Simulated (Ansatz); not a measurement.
## Si$_{2}$H$_{6}$, singlet: reading a ladder of total energies

Geometry: MP2(full)/6-31G*, from the G2/97 set.

```
atom    x (Å)    y (Å)    z (Å)
  Si   0.0000   0.0000   1.1677
  Si   0.0000   0.0000  -1.1677
   H   0.0000   1.3933   1.6860
   H  -1.2066  -0.6966   1.6860
   H   1.2066  -0.6966   1.6860
   H   0.0000  -1.3933  -1.6860
   H  -1.2066   0.6966  -1.6860
   H   1.2066   0.6966  -1.6860
```

Basis cc-pV(D+d)Z; Ansatz 0.2.0. Correlated methods freeze the noble-gas cores, which leaves 14 electrons in 66 orbitals. R marks a restricted (for open shells ROHF) determinant.

Full CI isn't at hand for all of this; RCCSDT(Q) serves as the reference, and is uncertain by about the last step of the cluster series.

Runs differ by some tens of microhartree through their thresholds, so steps under 0.03 kcal/mol mean nothing.

| level | total energy (hartree) |
| --- | --- |
| RHF | -581.351094 |
| RMP2 | -581.565022 |
| RCCSD | -581.617261 |
| RCCSD(T) | -581.623336 |
| RCCSDT | -581.624556 |
| RCCSDT(Q) | -581.624778 |

Problem. What is the correlation energy at RCCSDT(Q), and what share of it do RMP2 and RCCSD recover?

Solution. E(corr) = -581.624778 − (-581.351094) = -0.273684 hartree = -7.447 eV. RMP2: -0.213928 / -0.273684 = 78.17 %. RCCSD: -0.266167 / -0.273684 = 97.25 %.

Problem. By how many kcal/mol does RCCSD(T) miss RCCSDT(Q) (1 hartree = 627.509 kcal/mol), and which steps make up the rest?

Solution. -581.623336 − (-581.624778) = 0.001442 hartree = 0.90 kcal/mol. Steps: RCCSDT − RCCSD(T) = -0.77, RCCSDT(Q) − RCCSDT = -0.14 kcal/mol. Differences between like states or geometries often cancel part of this.
